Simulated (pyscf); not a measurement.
Elementary routes open to HO–AsH–OH + silane (SiH₄) in the gas phase (singlet surface):
A. HO–As(OH)–SiH₃ + hydrogen (H₂) (As–H, H–Si broken; As–Si, H–H formed)
B. silanol (HO–SiH₃) + HO–AsH₂ (As–O, H–Si broken; O–Si, As–H formed)

Structures and frequencies: ωB97X-D3(BJ)/def2-SVP in PySCF.

**Question.** Rank the routes by free-energy barrier at 298 K, lowest first, for ωB97M-D3(BJ)/def2-TZVP energies (ideal gas, 1 atm, RRHO with modes under 100 cm⁻¹ raised to 100, one conformer, R ln 2 for rigid chiral ones).

**Answer.** B (200.9 kJ/mol), A (251.2 kJ/mol)

Route B is the fastest of these, ahead of the next by 50.3 kJ/mol. The most stable products are those of B (ΔG = -69.8 kJ/mol), so kinetics and thermodynamics agree. At 1200 K B is still the fastest. B: On the product side the descent ends in a complex (not fully relaxed), 18.9 kJ/mol under the separated species and 234.4 kJ/mol under the saddle at ωB97X-D3(BJ)/def2-TZVP. Only these routes are compared; each barrier is that of the saddle found, and lower ones may exist. Elements up to Kr have no core potential and no relativistic terms here.
